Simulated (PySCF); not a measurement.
**Working with the constants of AlP⁺**

ROHF-CCSD(T) constants of AlP⁺, ⁴Σ⁻ (quartet), unpaired electrons σ ↑, π ↑↑ (basis Al def2-TZVPPD, P def2-TZVPPD; no relativity; PySCF 2.14; masses 26.9815 and 30.9738 u):

- ωe: 196.6 cm⁻¹
- ωexe: 3.72 cm⁻¹
- Be: 0.17756 cm⁻¹
- αe: 0.00387 cm⁻¹
- De to Al⁺ + P: 0.499 eV

Q: What force constant and bond length do these constants imply?

A: Reduced mass μred = 14.420 u; k = 5.8918×10⁻⁷·μred·ωe² (u, cm⁻¹, mdyn/Å) = 0.328 mdyn/Å; Re = √(16.8576/(μred·Be)) (u, cm⁻¹, Å) = 2.566 Å.

Q: Estimate the centrifugal constant D from the Kratzer relation and find the Dunham coefficient a1.

A: D = 4Be³/ωe² = 5.79e-07 cm⁻¹; a1 = −1 − αeωe/(6Be²) = -5.02.

Correlated steps freeze 10 core orbitals. For an ion De counts to the pair picked by the measured ionisation energies or electron affinities, which need not be the lowest pair at this level. The state was picked by a PBE0 search and need not be the measured ground state.
